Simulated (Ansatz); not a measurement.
C2H10Si, singlet: a pair in one relaxed arrangement.

The input file, in.yaml:

```yaml
crystal:
  periodic: [false, false, false]
  atoms:
    - {symbol: C, position_ang: [0.071074, 0.127776, -2.388499]}
    - {symbol: H, position_ang: [-0.928462, 0.560241, -2.416438]}
    - {symbol: H, position_ang: [0.017255, -0.878461, -1.973267]}
    - {symbol: H, position_ang: [0.715749, 0.748544, -1.766480]}
    - {symbol: H, position_ang: [0.477834, 0.081631, -3.398327]}
    - {symbol: C, position_ang: [0.675975, -0.753652, 1.543524]}
    - {symbol: Si, position_ang: [-0.688552, 0.522219, 1.445210]}
    - {symbol: H, position_ang: [1.097130, -0.949123, 0.555196]}
    - {symbol: H, position_ang: [0.296770, -1.696125, 1.944612]}
    - {symbol: H, position_ang: [1.482295, -0.408408, 2.194382]}
    - {symbol: H, position_ang: [-0.174222, 1.802749, 0.888243]}
    - {symbol: H, position_ang: [-1.246134, 0.796122, 2.797848]}
    - {symbol: H, position_ang: [-1.796910, 0.046787, 0.574095]}
basis:
  gaussian: {orbitals: "def2-TZVPPD.json"}
hamiltonian: {xc: r2scan, dispersion: d4}
```

The basis file named in the input lies beside it (Basis Set Exchange, JSON).

Command:

```bash
ansatz run in.yaml --threads 4 --pin off --events-out ev --progress --plain --max-ram 9574MiB
```

Output of Ansatz 0.2.0:

```
Functional definition: r2SCAN
  name "r2SCAN"
  cite "Furness, Kaplan, Ning, Perdew & Sun, J. Phys. Chem. Lett. 11, 8208 (2020) doi:10.1021/acs.jpclett.0c02405"
  cite "Furness, Kaplan, Ning, Perdew & Sun, J. Phys. Chem. Lett. 11, 9248 (2020) doi:10.1021/acs.jpclett.0c03077"
  parent r2scan
  parameter k0 = 0.174
  parameter k1 = 0.065
  parameter a1 = 4.9479
  exchange = r2scan_x(k0 = k0, k1 = k1, a1 = a1)
  correlation = r2scan_c
1243 factors; their error is unknown
mean field evaluation 1: about -10101.3057 eV, gradient 7.4e1 eV
mean field evaluation 2: about -10092.8201 eV, gradient 8.7e1 eV
mean field evaluation 4: about -10113.8025 eV, gradient 3.9e0 eV
mean field evaluation 8: about -10113.8429 eV, gradient 3.2e-2 eV
mean field evaluation 16: about -10113.7980 eV, gradient 4.9e-5 eV
mean field -10113.79799678 eV, -371.6752210031 hartree, gradient 4.9e-5 eV, S^2 0.000000; 0 other end points of the search recorded, 0 dependent functions left out
reference -10113.79801171 eV, -371.6752215518 hartree; 18, 18 occupied and 274, 274 virtual orbitals, 1243 factors
Total energy: -10113.84517818 eV, -371.6769548878 hartree
```

The lines “mean field evaluation” count trial sets of orbitals through the whole run, from several starts and some on an approximate energy, so they need not fall steadily or lie above the final value.

The run took about 4.1 s on 4 CPU threads of an Arm Neoverse V1 (shared host).
